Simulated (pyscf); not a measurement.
Single points on ωB97X-D3(BJ)/def2-SVP structures (PySCF, gas phase).

Question: For the elementary gas-phase step `[CH2]1[CH2][CH2]1` + `[CH2][CH3]` [doublet] → `[CH2][CH2][CH2][CH2][CH3]` [doublet] (doublet surface; C–C broken, C–C formed), what barrier and reaction energy does ωB97M-D3(BJ)/def2-TZVP give, measured from the separated reactants?

Answer: ΔE‡ = 27.6 kcal/mol, ΔE = -29.2 kcal/mol. Zero-point energy shifts the barrier by +1.4 kcal/mol. It is a ring opening by addition, with an imaginary mode of 1154i cm⁻¹. From the product side, H₂C=CH–CH₂–CH₂–CH₃ + H• lies, by one bond made or cut, 19.5 kcal/mol under this saddle at ωB97M-D3(BJ). cyclopropane lies 6.6 kcal/mol over its isomer H₂C=CH–CH₃, and others may lie lower still (electronic energy, ωB97M-D3(BJ)). •H₂C–CH₂–CH₂–CH₂–CH₃ lies 6.6 kcal/mol over its isomer H₃C–CH₂–C•(CH₃)–CH₃, and others may lie lower still (electronic energy, ωB97M-D3(BJ)). This is the saddle that the search found; another between the same sides may lie lower.
